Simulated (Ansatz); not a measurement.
# AlSiHS+ (doublet): the correlation ladder, cc-pVDZ

The task here is to estimate one member of a computed series from the others.

Program: Ansatz 0.2.0, Gaussian basis. Level of theory: cc-pVDZ, core rule «outside noble gas», up to 15 orbitals frozen. These are calculated values, not measurements.

The runs, in order: UHF; CCSD(T) on ROHF; CCSD(T) on UHF; BCCD(T) on ROHF; CISD as a restricted active space (open shells left free, so some higher excitations enter); CCSDT(Q) on ROHF; CCSDT(Q) on UHF; CASSCF and MRCISD+Q, 9 electrons in 9 orbitals; CASSCF and NEVPT2, 9 electrons in 9 orbitals.

20 further runs of the same task are left out: 7 that didn't finish, 13 set aside as unsound or not needed. Runs told in other sessions of the task aren't counted.

**The system**

The geometry is a PBE0/def2-TZVP stationary point (not a proven minimum) of the parent state, kept for this charge and spin.

4 atoms, charge 1, spin multiplicity 2.

Atoms are counted from 1 here; the program's logs count them from 0.

Bond lengths: S1–Al2 2.199 Å, S1–H4 1.347 Å, Al2–Si3 2.346 Å. Angles: Al2–S1–H4 91.0°, S1–Al2–Si3 178.7°.

The first run:

The input, in.yaml:

```yaml
crystal:
  periodic: [false, false, false]
  atoms:
    - {symbol: S, position_ang: [-0.000005, -0.373242, 1.669500]}
    - {symbol: Al, position_ang: [0.000013, -0.307465, -0.528629]}
    - {symbol: Si, position_ang: [-0.000005, -0.291203, -2.875005]}
    - {symbol: H, position_ang: [-0.000003, 0.971910, 1.734134]}
basis:
  gaussian: {orbitals: cc-pVDZ}
total_charge: 1
magnetization: {spin_polarized: true, initial_magnetization: 1}
hamiltonian: {xc: hf}
output: {orbitals: {seedname: orbitals}}
```

Run with:

```bash
ansatz run in.yaml --threads 1 --pin off --events-out ev --progress --plain --max-ram 2393MiB
```

Among the steps run: UHF; CCSD(T) on ROHF; CCSD(T) on UHF; BCCD(T) on ROHF; CISD as a restricted active space (open shells left free, so some higher excitations enter); CCSDT(Q) on ROHF; CCSDT(Q) on UHF; CASSCF and MRCISD+Q, 9 electrons in 9 orbitals; CASSCF and NEVPT2, 9 electrons in 9 orbitals.

One table of the session follows, with a row left open; its other results are not shown here.

```
           method  from UCCSDT(Q) (meV)
             ROHF               +7789.2
              UHF               +7649.5
             RMP2               +1485.4
             UMP2                     ?
             CISD               +1182.6
            RCCSD                +340.6
            UCCSD                +351.0
         RCCSD(T)                 +70.5
         UCCSD(T)                 +77.4
          BCCD(T)                 +69.7
           RCCSDT                 +23.0
           UCCSDT                 +24.2
        RCCSDT(Q)                  +2.5
        UCCSDT(Q)                     0
  CASSCF frontier               +5813.4
  MRCISD frontier                +739.1
MRCISD+Q frontier                 +91.9
```

Q: Estimate the row for UMP2 from the others.

**Answer.** from UCCSDT(Q) (meV): +1637.3. In the column «from UCCSDT(Q) (meV)» it lies between RMP2 (+1485.4) and CASSCF frontier (+5813.4).

Not comparable, so not listed: CASSCF and NEVPT2, 9 electrons in 9 orbitals (they don't share determinant, frozen orbitals or solution with the rows shown, or repeat one).

Caveats from the session: Restricted and unrestricted rows rest on different reference determinants; a gap between their highest levels can come from leftover correlation error, from unlike frozen cores or from another state. Warnings in the runs' records: passed over end.
